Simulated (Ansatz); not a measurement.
fcc Ni

Calculation: LDA (Ansatz, a first-principles code, plane waves, PAW).

Numerical settings: plane-wave cutoff 520 eV, 32×32×32 k mesh, Fermi–Dirac smearing 0.031 eV (set by the program), spin-polarised with parallel moments, scalar-relativistic PAW data made under PBE.

Cell (measured lattice):

Ni is modelled in the cubic space group Fm-3m (No. 225), the fcc (Cu type) structure, Pearson symbol cF4. Conventional cell: a = b = c = 3.524 Å, α = β = γ = 90.00°. Ni on 4a is coordinated by 12 Ni at 2.492 Å (cuboctahedral). (Neighbours: up to the widest gap in distance over summed covalent radii, below 1.35, at either atom.)
(The calculation used a cell of 1 atom; values per cell refer to that cell.)

```json
{
  "elastic constant C11": "242 GPa",
  "elastic constant C12": "124 GPa",
  "elastic constant C44": "116 GPa",
  "Voigt–Reuss–Hill bulk modulus": "163 GPa",
  "polycrystal shear modulus (Hill average)": "88.5 GPa",
  "young_modulus": "225 GPa",
  "poisson_ratio": "0.271"
}
```

Measured, for comparison: elastic constant C11 261 GPa, elastic constant C12 151 GPa, elastic constant C44 132 GPa (0 K, low-temperature values given for 0 K; zero-point effects included; as tabulated in Li et al. (2021), arXiv:2102.01972). Computed (rounded) less measured: elastic constant C11 -7 %, elastic constant C12 -18 %, elastic constant C44 -12 %.

Note: the cell isn't this level's own, so it is under some stress, which shifts stiffness and frequencies.

Elastic constants are with the ions relaxed.

Computing time: very roughly 16 core-minutes.
